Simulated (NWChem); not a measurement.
# C3H6O2 (methyl acetate): levels of theory compared

We compute a comparison of 4 runs (wB97X/3-21G, wB97X/6-31G*, wB97X/STO-3G, wB97X/6-31G) of C3H6O2 (methyl acetate). 

Program for the calculation: NWChem 7.3.0.

### 1 The system as given

The species is C3H6O2 (11 atoms), meant as a singlet with charge 0. As SMILES, `COC(C)=O`. The coordinates come from a PBE0-D4/def2-TZVP relaxation. This is one conformer, not always the lowest.

Bond lengths: C1–O2 1.423 Å, O2–C3 1.341 Å, C3–C4 1.498 Å, C3–O5 1.201 Å, C1–H6 1.091 Å, C1–H7 1.091 Å, C1–H8 1.088 Å, C4–H9 1.092 Å, C4–H10 1.087 Å, C4–H11 1.092 Å. Some angles: C1–O2–C3 115.2°, O2–C3–C4 111.1°, O2–C3–O5 123.3°, C4–C3–O5 125.6°, O2–C1–H6 110.7°, O2–C1–H7 110.7°, O2–C1–H8 105.9°, C3–C4–H9 109.9°, C3–C4–H10 109.5°, C3–C4–H11 109.9°.

### 2 Magnetic shielding at wB97X/3-21G (run 1)

Contents of geom.nw:

```
start geom
memory stack 880 mb heap 220 mb global 1100 mb
charge 0

geometry units angstroms noautosym nocenter noautoz
   C     -1.440600     0.996700     0.557900
   O     -0.644700    -0.165700     0.353700
   C      0.525400     0.044800    -0.267200
   C      1.284800    -1.235300    -0.432100
   O      0.892500     1.128500    -0.632400
   H     -0.908700     1.724200     1.172600
   H     -1.693000     1.462600    -0.395700
   H     -2.340700     0.656000     1.064800
   H      1.477000    -1.681300     0.545500
   H      2.223600    -1.037600    -0.942800
   H      0.689800    -1.949800    -1.003900
end

basis "ao basis" spherical bse
   C library 3-21G
   O library 3-21G
   H library 3-21G
end

dft
   xc wb97x
   grid fine
   convergence energy 1e-08
   maxiter 100
   mulliken
   print low
end

property
   shielding
end

task dft property
```

Started as:

```sh
$ nwchem geom.nw > geom.out
```

What it wrote:

```text
[...]
 d= 0,ls=0.0,diis     1   -266.6857139593 -4.49D+02  2.40D-02  1.26D+00     2.3
[...]
 d= 0,ls=0.0,diis    11   -266.8330593637 -3.03D-09  2.85D-07  7.24D-10    23.1
         Total DFT energy =     -266.833059363658
      One electron energy =     -724.449082555094
           Coulomb energy =      310.634847532769
    Exchange-Corr. energy =      -35.543972530956
 Nuclear repulsion energy =      182.525148189623
[...]
      Total Density - Mulliken Population Analysis
     ---------------------------------------------
    Atom       Charge   Shell Charges
 -----------   ------   -------------------------------------------------------
    1 C    6     6.36   1.99  0.37  1.64  1.03  1.33
    2 O    8     8.54   1.99  0.42  2.15  1.49  2.50
    3 C    6     5.33   1.99  0.44  1.61  0.54  0.76
    4 C    6     6.68   1.99  0.36  1.72  1.12  1.49
    5 O    8     8.49   1.99  0.43  2.13  1.54  2.41
    6 H    1     0.78   0.47  0.30
    7 H    1     0.78   0.47  0.30
    8 H    1     0.78   0.48  0.30
    9 H    1     0.75   0.46  0.29
   10 H    1     0.76   0.46  0.29
[...]
           isotropic =     164.1939
[...]
           isotropic =     199.9652
[...]
           isotropic =      29.3105
[...]
           isotropic =      30.8245
[...]
           isotropic =      31.4849
[...]
           isotropic =      30.8275
[...]
```

Wall time 56 s (1 thread of AMD EPYC 7B13 (Zen 3), shared host); peak memory 0.12 GiB.

### 3 Magnetic shielding at wB97X/6-31G(d) (spherical functions) (run 2)

Contents of input.nw:

```
start input
title "C3H6O2 nmr"
memory total 2200 mb

geometry units angstroms noautosym nocenter noautoz
  C    -1.440600    0.996700    0.557900
  O    -0.644700   -0.165700    0.353700
  C     0.525400    0.044800   -0.267200
  C     1.284800   -1.235300   -0.432100
  O     0.892500    1.128500   -0.632400
  H    -0.908700    1.724200    1.172600
  H    -1.693000    1.462600   -0.395700
  H    -2.340700    0.656000    1.064800
  H     1.477000   -1.681300    0.545500
  H     2.223600   -1.037600   -0.942800
  H     0.689800   -1.949800   -1.003900
end

basis spherical bse
  * library 6-31G*
end

dft
  xc wb97x
  mult 1
  grid fine
  convergence energy 1e-08
  iterations 100
  mulliken
  print low
end

property
  shielding
end

task dft property
```

Started as:

```sh
$ nwchem input.nw > input.out
```

What it wrote:

```text
[...]
 d= 0,ls=0.0,diis     1   -268.1855518768 -4.51D+02  1.33D-02  1.13D+00     4.8
[...]
 d= 0,ls=0.0,diis    11   -268.3156664301 -4.00D-09  3.09D-07  1.12D-09    52.0
         Total DFT energy =     -268.315666430070
      One electron energy =     -726.534088440265
           Coulomb energy =      311.365306273031
    Exchange-Corr. energy =      -35.672032452459
 Nuclear repulsion energy =      182.525148189623
[...]
      Total Density - Mulliken Population Analysis
     ---------------------------------------------
    Atom       Charge   Shell Charges
 -----------   ------   -------------------------------------------------------
    1 C    6     6.25   2.00  0.67  2.07  0.58  0.87  0.06
    2 O    8     8.45   2.00  0.90  2.92  0.93  1.67  0.03
    3 C    6     5.44   2.00  0.70  1.92  0.29  0.41  0.13
    4 C    6     6.57   2.00  0.66  2.16  0.65  1.08  0.03
    5 O    8     8.43   2.00  0.91  2.87  0.92  1.70  0.03
    6 H    1     0.82   0.53  0.29
    7 H    1     0.82   0.53  0.29
    8 H    1     0.82   0.53  0.29
    9 H    1     0.80   0.52  0.29
   10 H    1     0.80   0.52  0.28
[...]
           isotropic =     148.1651
[...]
           isotropic =     181.2769
[...]
           isotropic =      28.9859
[...]
           isotropic =      30.4349
[...]
           isotropic =      30.8188
[...]
           isotropic =      30.4378
[...]
```

It took 2.2 min on 1 thread of AMD EPYC 7B13 (Zen 3), shared host; peak memory 0.12 GiB.

Run 3 isn't shown in full; the table further down has it.

### 4 NMR shieldings at wB97X/6-31G (run 4)

Contents of job.nw:

```
start job
title "C3H6O2"
memory 2200 mb

geometry units angstroms noautosym nocenter noautoz
 C    -1.440600    0.996700    0.557900
 O    -0.644700   -0.165700    0.353700
 C     0.525400    0.044800   -0.267200
 C     1.284800   -1.235300   -0.432100
 O     0.892500    1.128500   -0.632400
 H    -0.908700    1.724200    1.172600
 H    -1.693000    1.462600   -0.395700
 H    -2.340700    0.656000    1.064800
 H     1.477000   -1.681300    0.545500
 H     2.223600   -1.037600   -0.942800
 H     0.689800   -1.949800   -1.003900
end

basis spherical bse
 * library 6-31G
end

dft
 xc wb97x
 grid fine
 convergence energy 1e-08
 maxiter 100
 mulliken
 noprint "final vectors analysis"
end

property
 shielding
end

task dft property
```

Started as:

```sh
$ nwchem job.nw > job.out
```

What it wrote:

```text
[...]
          Wavefunction type:  closed shell.
          No. of atoms     :    11
          No. of electrons :    40
[...]
          Charge           :     0
          Spin multiplicity:     1
[...]
          AO basis - number of functions:    57
[...]
              XC Information
              --------------
                       wb97x  Method XC Functional
                     Hartree-Fock (Exact) Exchange  1.000
                         wb97x Exchange Functional  1.000
                      wb97x Correlation Functional  1.000
[...]
 d= 0,ls=0.0,diis     1   -268.0740112901 -4.51D+02  2.66D-02  1.17D+00     2.9
[...]
 d= 0,ls=0.0,diis    11   -268.2224156813 -3.41D-09  3.21D-07  8.14D-10    29.3
         Total DFT energy =     -268.222415681327
      One electron energy =     -725.993510457182
           Coulomb energy =      310.890001623573
    Exchange-Corr. energy =      -35.644055037342
 Nuclear repulsion energy =      182.525148189623
[...]
      Total Density - Mulliken Population Analysis
     ---------------------------------------------
    Atom       Charge   Shell Charges
 -----------   ------   -------------------------------------------------------
    1 C    6     6.22   2.00  0.68  2.10  0.61  0.83
    2 O    8     8.49   2.00  0.89  2.92  0.99  1.68
    3 C    6     5.52   2.00  0.75  2.01  0.26  0.51
    4 C    6     6.50   2.00  0.66  2.17  0.68  1.00
    5 O    8     8.40   2.00  0.92  2.88  1.00  1.60
    6 H    1     0.82   0.53  0.28
    7 H    1     0.82   0.53  0.28
    8 H    1     0.82   0.54  0.28
    9 H    1     0.81   0.52  0.28
   10 H    1     0.81   0.53  0.28
[...]
           isotropic =     154.1083
[...]
           isotropic =     165.9015
[...]
           isotropic =      29.2837
[...]
           isotropic =      30.6926
[...]
           isotropic =      31.3027
[...]
           isotropic =      30.6948
[...]
```

Run time: 71 s. Hardware: 1 thread of AMD EPYC 7B13 (Zen 3), shared host; peak memory 0.12 GiB.

### 5 Overview of the runs

```
run                               level  energy (Eh)  isotropic shielding of C1 (ppm)  isotropic shielding of O2 (ppm)  isotropic shielding of H6 (ppm)  wall time
  1                         wB97X/3-21G  -266.833059                            164.2                            200.0                             29.3       56 s
  2  wB97X/6-31G* (spherical functions)  -268.315666                            148.2                            181.3                             28.7    2.2 min
  3                        wB97X/STO-3G  -264.827263                            189.6                            248.7                             30.3       27 s
  4                         wB97X/6-31G  -268.222416                            154.1                            165.9                             29.1       71 s
```

### 6 What came out

| quantity | value |
| --- | --- |
| run 4: total energy | -268.22242 Eh |
| run 4: dipole moment | 1.75 D |
| run 4: isotropic shielding of C1 | 154.1 ppm |
| run 4: isotropic shielding of O2 | 165.9 ppm |
| run 4: isotropic shielding of H6 | 29.1 ppm |

In run 3 the basis is minimal, so the values are rough. All runs together took 4.8 min, the longest 2.2 min.
